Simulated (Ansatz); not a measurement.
Basis-set extrapolation for C3H3F3, SMILES `C=C(F)C(F)F` (PBE0-D4/def2-TZVP geometry, frozen core, Ansatz). Multiplicity 1, RHF reference.

```csv
,def2-TZVPP,def2-QZVPP
HF,-413.813601,-413.831474
MP2 correlation,-1.218607,-1.322581
CCSD(T) correlation,-1.284309,not run
```

Energies in hartree. Use E(X) = E(∞) + A·exp(−7.88·√X) for Hartree–Fock and E(X) = E(∞) + B·X^(−2.97) for correlation, with X = 3 and 4, and add CCSD(T) minus MP2 of the smaller set to the MP2 limit.

**Question.** What is the CCSD(T) energy at the basis-set limit?

**Answer.** HF limit: -413.831474 + (-0.017873) × 0.13774 = -413.83394. MP2 limit: -1.322581 + (-0.103974) × 0.74074 = -1.39960. Higher-order term: -1.284309 − (-1.218607) = -0.06570. Total: -415.29924 hartree, 5.48 eV below CCSD(T)/def2-TZVPP.
